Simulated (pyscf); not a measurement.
This saddle point was located with ωB97X-D3(BJ)/def2-SVP in PySCF.

```xyz
7

Cl     1.9458     0.6244    -0.5457
Sn    -0.2719     0.1261    -0.1400
Cl    -0.7579     1.2999     1.7868
Cl    -1.3499     0.8093    -2.0632
H     -1.7097    -1.1516     0.2434
F      0.2285    -1.9408     0.0511
H     -0.9353    -1.8051     0.2099
```
Charge 0, spin multiplicity 1.

Surface: singlet, charge 0. Lowest wavenumbers (cm⁻¹): 1242i, 8, 91, 130, 139.

**Question.** Name the species on either side of this saddle.

**Answer.** `[Cl][SnH]([Cl])[Cl]` + `[FH]` <-> `[F][Sn]([Cl])([Cl])[Cl]` + `[H][H]`, a four-centre exchange read from left to right: H–Sn, F–H broken and F–Sn, H–H formed. At ωB97M-D3(BJ)/def2-TZVP it lies +126.7 kJ/mol from the left side and +147.6 kJ/mol from the right (each side as separated species at their lowest minima found). On the reactant side the descent ends in a complex (not fully relaxed), 21.5 kJ/mol under the separated species and 143.7 kJ/mol under the saddle at ωB97X-D3(BJ)/def2-TZVP. One saddle was located; it need not be the lowest between these sides. Elements past Kr carry the def2 core potentials, without spin-orbit coupling.
